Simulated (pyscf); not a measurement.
F–SiH(F)–F + H• → F–SiH(F)–F + H• (substitution at Si; doublet surface; H–Si broken, H–Si formed). PySCF, gas phase, ωB97X-D3(BJ)/def2-SVP geometries. MP2 and CC: frozen core, UHF for open shells. ΔMP2 is the change of the MP2 total energy from the triple- to the quadruple-zeta basis. Energies in kcal/mol from the separated reactants.

```
level                             barrier  reaction energy
--------------------------------  -------  ---------------
PBE/def2-TZVP                         9.5              0.0
r²SCAN/def2-TZVP                      8.5              0.0
B3LYP-D3(BJ)/def2-TZVP               11.6              0.0
ωB97M-D3(BJ)/def2-TZVP               14.8              0.0
MP2/def2-QZVPP                       19.9              0.0
CCSD(T)/def2-TZVPP                      ?              0.0
CCSD(T)/def2-TZVPP + ΔMP2(QZVPP)        ?              0.0
```

Fill in the missing entries.


- CCSD(T)/def2-TZVPP, barrier: 16.9
- CCSD(T)/def2-TZVPP + ΔMP2(QZVPP), barrier: 16.5

Of the functionals in the table, ωB97M-D3(BJ) is closest to CCSD(T)/def2-TZVPP + ΔMP2(QZVPP) in the barrier (1.7 kcal/mol apart) and r²SCAN least close (8.0 kcal/mol); that level has limits of its own. The same reactants have a lower exit, to F–Si•(F)–F + H₂ (barrier +8.5 kcal/mol at ωB97M-D3(BJ), against +14.8 kcal/mol here). This is the saddle that the search found; another between the same sides may lie lower. The angle at the attacked Si is 59° (front-side attack). The CCSD(T) − MP2 part came from Ansatz, without density fitting, on the same reference.
